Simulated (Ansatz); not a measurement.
Two structures of BNH₆S, singlet, reached by relaxing down either side of one saddle point (PBE0-D4/def2-TZVP). Energies are electronic, without zero-point energy. Ansatz 0.2.0; basis: def2-TZVPP and def2-QZVPP; cores frozen in the correlated methods. Extrapolation: Hartree–Fock as exp(−7.88 √X), correlation as X^−2.97. First:

B1  (-0.451, 0.061, -0.584)
S2  (1.163, 0.508, -1.460)
H3  (-0.962, -0.873, -1.154)
H4  (-1.189, 0.994, -0.386)
H5  (0.627, -1.266, 0.797)
N6  (-0.050, -0.515, 0.898)
H7  (1.336, 1.745, -0.967)
H8  (-0.862, -0.866, 1.399)
H9  (0.387, 0.212, 1.457)
(Å)

Second:

```xyz
9
angstrom
B -1.4839 -0.0848 -0.0651
S 2.4597 0.7742 -0.3240
H -2.6495 -0.3477 0.0106
H -1.0509 0.5808 -0.9651
H 2.4879 -0.2208 -1.2240
N -0.6117 -0.5541 0.8989
H 1.3758 1.3267 -0.8928
H -0.9067 -1.1145 1.6805
H 0.3792 -0.3596 0.8811
```

Problem. Which bonds change from the first to the second?

Solution. BH₃S ([BH2][SH]) + NH₃ → BNH₄ ([BH2][NH2]) + H₂S; bonds formed: S2–H5; dative contacts that become bonds: B1–N6; bonds broken: B1–S2, H5–N6.

Problem. Give the saddle point's structure and its height above each. (An estimate is asked for; the value comes from the calculation.)

Solution. Computed: 31.79 kcal/mol above the first and 24.83 kcal/mol above the second (CCSD(T) at an estimated basis limit (MP2 extrapolated from triple and quadruple zeta, plus CCSD(T) − MP2 in triple zeta)).
```tsv
atom	x (Å)	y (Å)	z (Å)
B1	-0.6951	0.0613	-0.3853
S2	1.2687	0.1378	-1.2963
H3	-1.2434	-0.7597	-1.0658
H4	-1.0954	1.1907	-0.4164
H5	1.0668	-0.3599	0.1060
N6	-0.1808	-0.4528	0.9570
H7	1.5977	1.3711	-0.8786
H8	-0.4894	-1.3716	1.2397
H9	-0.2290	0.1832	1.7397
```

No T1 diagnostic of these runs exceeds 0.012.

Labels in which every atom is bracketed show which atoms are joined, not bond orders.

For scale, one of the runs: CCSD(T)/def2-TZVPP, 188 basis functions, launched by `ansatz run in.yaml --threads 2 --pin off --events-out ev --progress --plain --max-ram 4352MiB`. The run took 43 s on 2 CPU threads of an Arm Neoverse V1 (shared host), with 2 GiB of host memory at its peak.
